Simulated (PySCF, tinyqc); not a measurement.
Inside a calculation. Method: coupled-perturbed Hartree-Fock on RHF in the sto-3g basis, for BH, spin multiplicity 1. The lowest restricted solution is unstable here: a spin-polarised one lies 0.0049 hartree lower (PySCF). One step of it, computed by the program tinyqc.

Task: Orthogonalisation. S = U s U^T; symmetric (Loewdin) form X = U s^(-1/2) U^T, so that X^T S X = 1.

overlap S:
```
           1B 1s     1B 2s    1B 2px    1B 2py    1B 2pz     2H 1s
1B 1s   1.000000  0.269328  0.000000  0.000000  0.000000  0.018995
1B 2s   0.269328  1.000000  0.000000  0.000000  0.000000  0.234434
1B 2px  0.000000  0.000000  1.000000  0.000000  0.000000  0.000000
1B 2py  0.000000  0.000000  0.000000  1.000000  0.000000  0.000000
1B 2pz  0.000000  0.000000  0.000000  0.000000  1.000000  0.283896
2H 1s   0.018995  0.234434  0.000000  0.000000  0.283896  1.000000
```

Give: eigenvalues of S; X.

Result:

eigenvalues of S: 0.5904  0.8084  1.0000  1.0000  1.1746  1.4266

X:
```
          1B 1s    1B 2s  1B 2px  1B 2py   1B 2pz    2H 1s
1B 1s    1.0293  -0.1448  0.0000  0.0000  -0.0043   0.0169
1B 2s   -0.1448   1.0534  0.0000  0.0000   0.0288  -0.1326
1B 2px   0.0000   0.0000  1.0000  0.0000   0.0000   0.0000
1B 2py   0.0000   0.0000  0.0000  1.0000   0.0000   0.0000
1B 2pz  -0.0043   0.0288  0.0000  0.0000   1.0336  -0.1556
2H 1s    0.0169  -0.1326  0.0000  0.0000  -0.1556   1.0571
```
